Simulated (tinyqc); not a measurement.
G0W0 on RHF in the sto-6g basis, for BH2+, spin multiplicity 1, step by step. One step of it, computed by the program tinyqc.

Problem. Screening: direct RPA. With D = e_a - e_i and K = (ia|jb): diagonalise D^(1/2) (D + 4K) D^(1/2) = Z w^2 Z^T; X + Y = D^(1/2) Z w^(-1/2), each column of Z with its largest component positive (the first on a tie); E_c = (sum w - tr (D + 2K)) / 2.

orbital energies (hartree): MO1 -8.021359, MO2 -0.928038, MO3 -0.771575, MO4 -0.238238, MO5 -0.153835, MO6 0.164364, MO7 0.195144

Two-electron integrals over orbitals (pq|rs), unique and non-zero (hartree):
```
(11|11) 2.903991    (21|11) -0.261189   (21|21) 0.038210    (22|11) 0.617452
(22|21) -0.008562   (22|22) 0.463556    (31|31) 0.008780    (32|31) 0.013643
(32|32) 0.133874    (33|11) 0.538640    (33|21) -0.003087   (33|22) 0.449456
(33|33) 0.463901    (41|11) 0.158763    (41|21) -0.020958   (41|22) 0.013262
(41|33) 0.006012    (41|41) 0.027745    (42|11) -0.096830   (42|21) 0.007289
(42|22) 0.014966    (42|33) 0.016799    (42|41) 0.011033    (42|42) 0.072217
(43|31) -0.002658   (43|32) 0.028205    (43|43) 0.035869    (44|11) 0.689567
(44|21) -0.011808   (44|22) 0.431869    (44|33) 0.413448    (44|41) -0.009657
(44|42) -0.077113   (44|44) 0.557109    (51|51) 0.021974    (52|51) 0.021856
(52|52) 0.074934    (53|53) 0.017880    (54|51) -0.012693   (54|52) -0.035284
(54|54) 0.043782    (55|11) 0.743136    (55|21) -0.009089   (55|22) 0.466850
(55|33) 0.425562    (55|41) 0.005180    (55|42) -0.048615   (55|44) 0.498108
(55|55) 0.587109    (61|11) -0.185758   (61|21) 0.029430    (61|22) -0.000646
(61|33) 0.000480    (61|41) -0.005211   (61|42) 0.014812    (61|44) -0.018167
(61|55) -0.005024   (61|61) 0.030100    (62|11) 0.202406    (62|21) -0.006173
(62|22) 0.058144    (62|33) 0.017592    (62|41) 0.014370    (62|42) -0.006562
(62|44) 0.050581    (62|55) 0.102682    (62|61) 0.002931    (62|62) 0.088399
(63|31) 0.001573    (63|32) -0.060802   (63|43) -0.031742   (63|63) 0.073707
(64|11) 0.100133    (64|21) -0.000069   (64|22) 0.024748    (64|33) 0.000435
(64|41) 0.001694    (64|42) -0.018719   (64|44) 0.055699    (64|55) 0.051403
(64|61) 0.001503    (64|62) 0.049473    (64|64) 0.040425    (65|51) 0.014851
(65|52) 0.046798    (65|54) -0.010148   (65|65) 0.038164    (66|11) 0.606706
(66|21) -0.006764   (66|22) 0.468619    (66|33) 0.456667    (66|41) 0.021018
(66|42) 0.050477    (66|44) 0.404965    (66|55) 0.441885    (66|61) 0.006821
(66|62) 0.045427    (66|64) 0.012548    (66|66) 0.517743    (71|31) 0.012880
(71|32) 0.018235    (71|43) -0.004199   (71|63) 0.002229    (71|71) 0.018965
(72|31) 0.008166    (72|32) -0.012051   (72|43) -0.035834   (72|63) 0.050067
(72|71) 0.011443    (72|72) 0.054967    (73|11) 0.221630    (73|21) -0.005673
(73|22) 0.042298    (73|33) 0.022332    (73|41) -0.000264   (73|42) -0.060103
(73|44) 0.097675    (73|55) 0.111662    (73|61) -0.005943   (73|62) 0.070644
(73|64) 0.049956    (73|66) -0.002763   (73|73) 0.113875    (74|31) -0.008798
(74|32) -0.074093   (74|43) -0.002127   (74|63) 0.043685    (74|71) -0.012414
(74|72) 0.005365    (74|74) 0.061142    (75|53) 0.016331    (75|75) 0.018079
(76|31) 0.008615    (76|32) 0.109204    (76|43) 0.043455    (76|63) -0.074538
(76|71) 0.011505    (76|72) -0.039870   (76|74) -0.060169   (76|76) 0.117548
(77|11) 0.618927    (77|21) -0.007587   (77|22) 0.449528    (77|33) 0.463539
(77|41) 0.004441    (77|42) -0.001387   (77|44) 0.444290    (77|55) 0.445181
(77|61) -0.004950   (77|62) 0.016883    (77|64) 0.001957    (77|66) 0.463990
(77|73) 0.033447    (77|77) 0.487500
```

Give: D^(1/2) (D + 4K) D^(1/2); excitation energies w; X + Y; RPA correlation energy.

Solution.

D^(1/2) (D + 4K) D^(1/2) (hartree^2), lower triangle:
```
         1>4      1>5      1>6      1>7      2>4     2>5     2>6      2>7
1>4  61.4407
1>5   0.0000  62.5894
1>6  -0.1664   0.0000  67.9916
1>7   0.0000   0.0000   0.0000  68.1342
2>4   0.1023   0.0000   0.1408   0.0000   0.6751
2>5   0.0000   0.2158   0.0000   0.0000   0.0000  0.8314
2>6   0.1676   0.0000   0.0351   0.0000  -0.0228  0.0000  1.5796
2>7   0.0000   0.0000   0.0000   0.1390   0.0000  0.0000  0.0000   1.5085
3>4   0.0000   0.0000   0.0000  -0.0352   0.0000  0.0000  0.0000  -0.1109
3>5   0.0000   0.0000   0.0000   0.0000   0.0000  0.0000  0.0000   0.0000
3>6   0.0000   0.0000   0.0000   0.0247   0.0000  0.0000  0.0000   0.2053
3>7  -0.0029   0.0000  -0.0669   0.0000  -0.1963  0.0000  0.2904   0.0000

         3>4     3>5     3>6     3>7
3>4   0.3610
3>5   0.0000  0.4258
3>6  -0.0897  0.0000  1.1519
3>7   0.0000  0.0000  0.0000  1.3749
```

excitation energies w (hartree): 0.5865  0.6525  0.7876  0.9114  1.0296  1.0988  1.2716  1.3420  7.8382  7.9114  8.2460  8.2544

X + Y:
```
          1       2        3        4        5        6        7        8
1>4  0.0000  0.0000  -0.0045   0.0000   0.0000   0.0057   0.0000  -0.0048
1>5  0.0000  0.0000   0.0000  -0.0103   0.0000   0.0000   0.0000   0.0000
1>6  0.0000  0.0000  -0.0055   0.0000   0.0000   0.0044   0.0000   0.0011
1>7  0.0012  0.0000   0.0000   0.0000   0.0015   0.0000  -0.0053   0.0000
2>4  0.0000  0.0000   0.8987   0.0000   0.0000  -0.1995   0.0000  -0.0862
2>5  0.0000  0.0000   0.0000   0.9216   0.0000   0.0000   0.0000   0.0000
2>6  0.0000  0.0000  -0.0699   0.0000   0.0000  -0.6037   0.0000   0.7161
2>7  0.1088  0.0000   0.0000   0.0000  -0.4447   0.0000   0.8471   0.0000
3>4  0.9467  0.0000   0.0000   0.0000  -0.0348   0.0000  -0.0709   0.0000
3>5  0.0000  0.9730   0.0000   0.0000   0.0000   0.0000   0.0000   0.0000
3>6  0.1140  0.0000   0.0000   0.0000   0.8615   0.0000   0.3594   0.0000
3>7  0.0000  0.0000   0.3020   0.0000   0.0000   0.7082   0.0000   0.5062

          9      10       11       12
1>4  0.9962  0.0000  -0.0246   0.0000
1>5  0.0000  0.9972   0.0000   0.0000
1>6  0.0259  0.0000   0.9960   0.0000
1>7  0.0000  0.0000   0.0000   0.9977
2>4  0.0005  0.0000   0.0006   0.0000
2>5  0.0000  0.0011   0.0000   0.0000
2>6  0.0011  0.0000   0.0002   0.0000
2>7  0.0000  0.0000   0.0000   0.0008
3>4  0.0000  0.0000   0.0000  -0.0001
3>5  0.0000  0.0000   0.0000   0.0000
3>6  0.0000  0.0000   0.0000   0.0001
3>7  0.0000  0.0000  -0.0003   0.0000
```

RPA correlation energy = -0.058738 hartree
